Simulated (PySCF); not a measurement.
Ethanolate, C₂H₅O (charge -1).
SMILES: `CC[O-]`

Structure optimised with GFN2-xTB, isolated species.

Masses are those of the commonest isotopes; rigid-rotor values at the optimised geometry. 

**Question.** Give the principal moments of inertia and the rotational constants in cm⁻¹.

**Answer.** Ia = 12.74, Ib = 52.92, Ic = 59.22 u·Å²; 505379 MHz·u·Å²/I gives 39654, 9550 and 8535 MHz, that is A = 1.32271, B = 0.31854, C = 0.28468 cm⁻¹.

**Question.** Classify the top.

**Answer.** A near-prolate asymmetric top: κ = (2 × 9550 − 39654 − 8535)/(39654 − 8535) = -0.93.

**Question.** What does the inertial defect say?

**Answer.** Not planar: Δ = Ic − Ia − Ib = -6.45 u·Å². For a rigid frame Δ = −2 Σ m c², so Σ m c² = 3.23 u·Å² lies off the ab plane, practically all of it from hydrogen. The atom farthest from that plane is 0.91 Å away.

**Question.** Give the coordinates in the principal-axis frame, origin at the centre of mass.

**Answer.** The sense of each axis is arbitrary; atoms in the order of the calculation.
| atom | mass (u) | a (Å) | b (Å) | c (Å) |
| --- | --- | --- | --- | --- |
| C1 | 12.000 | -1.282 | 0.211 | 0.000 |
| C2 | 12.000 | 0.130 | -0.493 | 0.000 |
| O3 | 15.995 | 1.160 | 0.292 | 0.000 |
| H4 | 1.008 | -1.375 | 0.842 | 0.883 |
| H5 | 1.008 | -1.375 | 0.842 | -0.883 |
| H6 | 1.008 | -2.092 | -0.525 | 0.000 |
| H7 | 1.008 | 0.076 | -1.219 | -0.906 |
| H8 | 1.008 | 0.075 | -1.219 | 0.905 |

**Question.** List the rotational levels J(Ka,Kc) to J = 2 (K).

**Answer.** Above 0(0,0), as E/k:
J = 1: 1(0,1) 0.868, 1(1,1) 2.313, 1(1,0) 2.361
J = 2: 2(0,2) 2.602, 2(1,2) 4.000, 2(1,1) 4.146, 2(2,1) 8.480, 2(2,0) 8.481

**Question.** Estimate the classical rotational partition function at 10 K, 298.15 K and 500 K.

**Answer.** Point group Cs, symmetry number σ = 1; q = (√π/σ)·√((kT/h)³/(ABC)), k/h = 20836.6 MHz/K: 93.8 at 10 K, 15300 at 298.15 K, 33200 at 500 K.

Not checked by GFN2-xTB frequencies. Constants of a rigid frame at the computed geometry: no zero-point averaging, no centrifugal distortion.
